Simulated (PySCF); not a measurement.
Ethanethiol, C₂H₆S.
Atom-mapped SMILES: `[CH3:1][CH2:2][SH:3]` (hydrogens: H4, H5, H6 on C1; H7, H8 on C2; H9 on S3)

An MMFF94s structure was refined with PBE0-D3(BJ)/def2-SVP geometry optimisation, gas phase (PySCF 2.14.0). Its MMFF94s values:

| coordinate | MMFF94s |
| --- | --- |
| C1–C2 | 1.424 Å |
| C1–H4 | 1.063 Å |
| C2–S3 | 1.768 Å |
| C2–H7 | 1.071 Å |
| S3–H9 | 1.334 Å |
| C1–C2–S3 | 108.7° |
| C1–C2–H7 | 112.0° |
| C2–C1–H4 | 111.3° |
| C2–S3–H9 | 100.9° |
| S3–C2–H7 | 106.9° |
| S3–C2–H8 | 105.6° |
| H4–C1–H5 | 98.4° |
| H7–C2–H8 | 111.3° |

How do these coordinates change at the PBE0-D3(BJ)/def2-SVP level?

```tsv
coordinate	PBE0-D3(BJ)/def2-SVP (Å or °)	change
C1–C2	1.516	+0.092
C2–S3	1.821	+0.053
C1–H4	1.102	+0.039
C2–H7	1.101	+0.030
S3–H9	1.351	+0.017
H4–C1–H5	107.7	+9.3
C1–C2–S3	114.3	+5.6
H7–C2–H8	106.5	-4.8
C2–S3–H9	96.6	-4.3
S3–C2–H8	109.2	+3.6
S3–C2–H7	103.9	-3.0
C1–C2–H7	110.9	-1.1
C2–C1–H4	110.7	-0.6
```

The energy falls by 42.8 kJ/mol over 9 energy and gradient evaluations, the largest force component goes from 0.0781 to 1.1e-04 Eh/bohr, and the atoms move by 0.080 Å rms after alignment. The bond that changes most is C1–C2 (methyl carbon to sp3 carbon bound to sulfur), which lengthens by 0.092 Å. Bonds longer at the end by more than 0.005 Å: 5 of 8; shorter: 3. Rotational constants go from 28538, 5968, 5405 to 28991, 5268, 4842 MHz.

The run used 76 basis functions and 50 SCF cycles in all. Time: 7.2 s of wall time; peak memory 0.32 GiB. Hardware: an AMD EPYC 9R45 with one thread, shared host with 96 logical CPUs at a one-minute load of 29.

No PBE0-D3(BJ)/def2-SVP frequencies stand behind this structure, so it isn't proved a minimum. One conformer, not necessarily the lowest.

Conformer computed: `[CH3:1][CH2:2][SH:3]`: H–S3–C2–C1 -64°.
